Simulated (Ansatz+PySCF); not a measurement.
The numbers below are computed, except where a source is named.
Input for PySCF 2.14.0:

```python
from pyscf import gto, scf, mp

mol = gto.M(atom="""
C 0.000000 0.000000 0.016740
N 0.000000 0.000000 -1.200870
H 0.000000 0.935530 0.592070
H 0.000000 -0.935530 0.592070
""", basis='cc-pvtz', charge=0, spin=1)
mf = scf.UHF(mol)
mf.kernel()
pt = mp.MP2(mf, frozen=2).run()
print(mf.e_tot, pt.e_corr, pt.e_tot)
```

The script is written out from the run's settings.

The run gave:

| Quantity | Value |
| --- | --- |
| Converged | yes |
| Reference energy | -93.46491 hartree |
| Correlation energy | -0.31161 hartree |
| Total energy | -93.77652 hartree |
| Spin squared of the determinant | 0.892 |

Caution: the unrestricted determinant is spin contaminated.
